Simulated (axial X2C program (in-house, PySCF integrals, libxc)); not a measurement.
**Working with the constants of PF**

A bond curve at the PBE0 level, non-relativistic, was computed with an in-house relativistic program for diatomic molecules (basis P dyall-v3z [8s7p2d1f], F dyall-v3z [6s5p2d1f] (cores contracted in-house)) for the state M_S = 1, Λ = 0 (beyond evenly filled blocks: π+α, π-α). Its fit gives Re = 1.6045 Å, ωe = 850.8 cm⁻¹, ωexe = 4.29 cm⁻¹ and αe = 4.412e-03 cm⁻¹; the masses are 30.9738 and 18.9984 u. The Hamiltonian is X2C with the speed of light multiplied by 100, the non-relativistic limit, so these are model numbers and not those of the real molecule.

Q: Find the reduced mass, Be and the force constant.

A: From the PBE0 values: μ = 11.7756 u. Be = 16.8576/(μ Re²) = 0.5561 cm⁻¹. k = 5.8918×10⁻⁷ μ ωe² = 5.02 mdyn/Å.

Q: Estimate De from a Morse curve and compare with the computed well depth of 4.638 eV to P + F.

A: De(Morse) = ωe²/(4ωexe) = 5.230 eV against 4.638 eV computed, a ratio of 1.13. For De the Morse form works well here.

Q: Where do the fundamental and the first overtone lie?

A: ν(1←0) = ωe − 2ωexe = 842.2 cm⁻¹; ν(2←0) = 2ωe − 6ωexe = 1675.9 cm⁻¹.

Q: The dipole moment p changes by 6.06 D/Å at Re. What harmonic infrared intensity follows?

A: I = 42.256 × (dp/dR)²/μ = 130 km/mol.

Q: A Morse curve ties αe to the other constants (Pekeris). How well does that hold?

A: αe(Morse) = 6Be²/ωe × (√(ωexe/Be) − 1) = 3.876e-03 cm⁻¹; the PBE0 curve gives 4.412e-03 cm⁻¹, a ratio of 0.88.

One determinant describes the state; a PBE0 search over occupations chose it and may have missed a lower one. Dissociation energies refer to the lowest single-determinant-based atoms at the same level and basis.
